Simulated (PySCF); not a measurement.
Molecule (SMILES): F[Si](F)(F)F.
Geometry (B3LYP-D3(BJ)/def2-TZVP, fixed):
```
Si
F 1 1.5673
F 1 1.5673 2 109.47
F 1 1.5673 2 109.47 3 -120.00
F 1 1.5673 2 109.47 4 -120.00
```

Basis-set convergence of the mean static polarisability at PBE0 with PySCF. All functions are spherical. Density fitting with generated auxiliary sets. No added dispersion term, no relativity. Reference: the value in aug-pcseg-2, 22.70 bohr³. Deviations are taken from unrounded values.

```
basis            functions  mean static polarisability (bohr³)
---------------  ---------  ----------------------------------
def2-SVP                74                               15.48
def2-SVPD              116                               22.44
pcseg-1                 74                               16.43
aug-pcseg-1            119                               22.78
cc-pV(D+d)Z             79                               16.31
aug-cc-pV(D+d)Z        124                               22.28
6-311G**                98                               15.65
6-311+G**              118                               18.81
pcseg-2                154                               19.06
aug-pcseg-2            234                               22.70
cc-pV(T+d)Z            159                               19.19
aug-cc-pV(T+d)Z        239                               22.71
def2-TZVP              161                               20.11
def2-TZVPD             203                               22.80
def2-TZVPP             166                               20.13
def2-TZVPPD            208                               22.82
```

What the diffuse functions change, pair by pair:
- def2-SVP to def2-SVPD: 42 more functions, deviation -31.8 to -1.1 %
- pcseg-1 to aug-pcseg-1: 45 more functions, deviation -27.6 to 0.3 %
- cc-pV(D+d)Z to aug-cc-pV(D+d)Z: 45 more functions, deviation -28.2 to -1.9 %
- 6-311G** to 6-311+G**: 20 more functions, deviation -31.1 to -17.1 %
- pcseg-2 to aug-pcseg-2: 80 more functions, deviation -16.1 to 0.0 %
- cc-pV(T+d)Z to aug-cc-pV(T+d)Z: 80 more functions, deviation -15.5 to 0.0 %
- def2-TZVP to def2-TZVPD: 42 more functions, deviation -11.4 to 0.4 %
- def2-TZVPP to def2-TZVPPD: 42 more functions, deviation -11.3 to 0.5 %

Leaving out the reference's own pair, they bring the value nearer the reference by more than 0.1 % in 7 of 7 pairs.
